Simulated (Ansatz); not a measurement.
## C₂H₄O₃, SMILES COC(=O)O: a ladder of methods at one geometry, step by step

Program: Ansatz 0.2.0 through its Python package.

Interactive session:
```pycon
>>> from pathlib import Path
>>> import ansatz as az
>>> import numpy as np
>>> GEOMETRY = '''
... C    -0.33210   -0.60230   -1.21270
... O     0.02580    0.59700   -0.50120
... C     0.21000    0.37120    0.79610
... O     0.20260   -0.66650    1.41760
... O     0.62530    1.50090    1.39200
... H    -0.52730   -0.25460   -2.27080
... H     0.41990   -1.32860   -1.17980
... H    -1.29100   -0.92190   -0.84120
... H     0.75530    1.25850    2.38290
... '''
>>> system = az.Crystal.molecule()
>>> for line in GEOMETRY.strip().splitlines():
...     symbol, *xyz = line.split()
...     system = system.atom(symbol, [float(v) for v in xyz])
...
>>> base = system.calculation().basis(gaussian='def2-SVP')
>>> print('functional    E (Ha)        dipole (D)   HOMO (eV)  LUMO (eV)')
functional    E (Ha)        dipole (D)   HOMO (eV)  LUMO (eV)
>>> for name in ['r2scan0', 'hse06', 'blyp', 'b3lyp', 'lda', 'cam_b3lyp']:
...     report = base.functional(name).forces().orbitals().run(threads=1, pin='off', runs_dir='runs').report
...     lines = Path(report['orbitals_path']).read_text().splitlines()
...     field_of = lambda key: [line.split('=')[1].strip() for line in lines if line.startswith(key)]
...     orbitals = [(27.211386 * float(e), s, float(n)) for e, s, n in zip(field_of('Ene='), field_of('Spin='), field_of('Occup='))]
...     homo = max(e for e, _, n in orbitals if n > 0.5)
...     lumo = min(e for e, _, n in orbitals if n < 0.5)
...     dipole = 4.803205 * np.linalg.norm(report['charge_distribution']['dipole_moment_e_ang'])
...     print(f'{name:10s} {report["free_energy_ev"] / 27.211386246:14.6f} {dipole:9.3f} {homo:11.3f} {lumo:10.3f}')
...
r2scan0       -303.867561     0.833      -8.587      1.244
hse06         -303.729562     0.791      -7.843      0.680
blyp          -303.999673     0.716      -6.214      0.102
b3lyp         -304.069846     0.777      -7.898      0.780
lda           -301.751344     0.709      -6.573     -0.249
cam_b3lyp     -303.956076     0.794      -9.703      2.221
```

Caveats:
- The settings weren't tested for convergence.
- The geometry is a force-field or estimated start, not a minimum of this method, and the basis set is short of its limit. A lower total doesn't mark the better method: functionals have no common bound, and MP2 and coupled cluster aren't variational.
- b3lyp holds the VWN-RPA fit, as in Gaussian; the form of ORCA and Turbomole is b3lyp5.
- Levels such as HOMO and LUMO are orbital energies: with these approximate functionals they aren't the ionisation energy and electron affinity, and their gap isn't the fundamental gap.
- hse06 follows the composition of plane-wave codes, whose totals differ by tens of mHa, up to about 0.1 Ha, from the form usual in Gaussian-basis programs (wpbeh).
- Wall time of the script: 23 s on 1 thread of Arm Neoverse V1, with other jobs on the host, peak memory 0.26 GiB.
